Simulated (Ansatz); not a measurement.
The input, for Ansatz 0.2.0:

```yaml
crystal:
  periodic: [false, false, false]
  atoms:
    - {symbol: Sn, position_ang: [0.000000, 0.000000, 0.337200]}
    - {symbol: H, position_ang: [0.000000, 0.000000, -2.329800]}
    - {symbol: H, position_ang: [0.000000, 0.000000, 1.992600]}
basis:
  gaussian: {orbitals: def2-TZVPP}
total_charge: 1
magnetization: {spin_polarized: false, initial_magnetization: 1}
correlation: {method: ccsdt_q, electrons: outside_noble_gas}
```

```sh
$ ansatz run in.yaml --threads 2 --pin off --events-out ev --progress --plain --max-ram 24576MiB --backend cuda --devices 0, --max-vram 18GiB
```

The program prints:

```
1129 factors; integrals over basis functions are off by at most 2.5e-7 eV
mean field evaluation 1: about -5825.8782 eV, gradient 8.5e0 eV
mean field evaluation 2: about -5825.8784 eV, gradient 8.5e0 eV
mean field evaluation 4: about -5827.1465 eV, gradient 1.6e0 eV
mean field evaluation 8: about -5827.1713 eV, gradient 8.4e-2 eV
mean field evaluation 16: about -5827.1696 eV, gradient 4.9e-1 eV
mean field evaluation 32: about -5824.6461 eV, gradient 9.6e-1 eV
mean field evaluation 64: about -5824.5289 eV, gradient 1.1e-2 eV
mean field evaluation 96: about -5827.1685 eV, gradient 1.1e0 eV
mean field evaluation 128: about -5799.2247 eV, gradient 8.2e-4 eV
mean field -5827.17136168 eV, -214.1445977431 hartree, gradient 3.6e-6 eV, S^2 0.750000; 3 other end points of the search recorded, 0 dependent functions left out
determinant -5827.17136168 eV, -214.1445977431 hartree, with singles and doubles -5829.42090789 eV, -214.2272670417 hartree
determinant -5824.52886261 eV, -214.0474876933 hartree, with singles and doubles -5827.91851496 eV, -214.1720551197 hartree
9 core orbitals not correlated: weight in the atoms' cores, before any rotation towards them, 0.998 or more for the frozen orbitals, at most 0.001 for the correlated occupied ones
reference -5827.17136168 eV, -214.1445977431 hartree; 3, 2 occupied and 66, 67 virtual orbitals, 1129 factors
second order -1.66803407 eV of doubles, -0.01208659 eV of singles
cycle   1  -2.00662532 eV  change   -3.3e-1 eV  update   5.8e-2
cycle   2  -2.22083019 eV  change   -2.1e-1 eV  update   2.7e-2
cycle   3  -2.22666766 eV  change   -5.8e-3 eV  update   8.0e-3
cycle   4  -2.23000849 eV  change   -3.3e-3 eV  update   4.3e-3
cycle   5  -2.23119950 eV  change   -1.2e-3 eV  update   2.3e-3
cycle   6  -2.23107362 eV  change    1.3e-4 eV  update   1.1e-3
cycle   7  -2.23174348 eV  change   -6.7e-4 eV  update   4.9e-4
cycle   8  -2.23203517 eV  change   -2.9e-4 eV  update   1.9e-4
cycle   9  -2.23194189 eV  change    9.3e-5 eV  update   7.6e-5
cycle  10  -2.23194141 eV  change    4.8e-7 eV  update   2.5e-5
cycle  11  -2.23194699 eV  change   -5.6e-6 eV  update   9.0e-6
cycle  12  -2.23195179 eV  change   -4.8e-6 eV  update   3.5e-6
cycle  13  -2.23195321 eV  change   -1.4e-6 eV  update   1.3e-6
cycle  14  -2.23195230 eV  change    9.1e-7 eV  update   5.9e-7
cycle  15  -2.23195193 eV  change    3.7e-7 eV  update   2.4e-7
perturbative correction -0.00116802 eV, -0.0000429241 hartree
Total energy: -5829.40448164 eV, -214.2266633878 hartree
```

For the same geometry and basis full CI lies 0.4 meV lower.

Ran on 2 threads of AMD EPYC 7R13 with a shared H100 80 GB, shared host: 17 s wall, 0.86 GiB peak host memory.
